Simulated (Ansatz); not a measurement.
Start from `N/C(O)=C\F` and change one atom or group to get `N/C=C\F`.

Ansatz, PBE0-D4/def2-TZVP geometries, multiplicity 1. Each molecule was computed in one conformer, which needn't be the lowest.

```tsv
property	`N/C(O)=C\F`
HOMO–LUMO gap (ωB97M-V/def2-TZVPP) / eV	10.63
HOMO energy (PBE0/def2-TZVPP) / eV	-6.11
HOMO–LUMO gap (PBE/def2-TZVPP) / eV	4.88
size of the dipole moment (PBE/def2-TZVPP) / D	1.95
zero-point energy (PBE0-D4/def2-TZVP) / kJ/mol	175.8
LUMO energy (ωB97M-V/def2-TZVPP) / eV	2.28
```

Question: What does the change do to each property? (An estimate is asked.)

Answer: Ansatz gave: 
```json
{"property": "HOMO–LUMO gap (ωB97M-V/def2-TZVPP) / eV", "`N/C=C\\F`": "10.73", "shift": "0.10"}
{"property": "HOMO energy (PBE0/def2-TZVPP) / eV", "`N/C=C\\F`": "-6.03", "shift": "0.08"}
{"property": "HOMO–LUMO gap (PBE/def2-TZVPP) / eV", "`N/C=C\\F`": "4.90", "shift": "0.02"}
{"property": "size of the dipole moment (PBE/def2-TZVPP) / D", "`N/C=C\\F`": "1.91", "shift": "-0.04"}
{"property": "zero-point energy (PBE0-D4/def2-TZVP) / kJ/mol", "`N/C=C\\F`": "163.3", "shift": "-12.5"}
{"property": "LUMO energy (ωB97M-V/def2-TZVPP) / eV", "`N/C=C\\F`": "2.46", "shift": "0.18"}
```

The zero-point energy changes by -12.5 kJ/mol with -3 modes. Dipoles are sizes alone; their direction can turn.
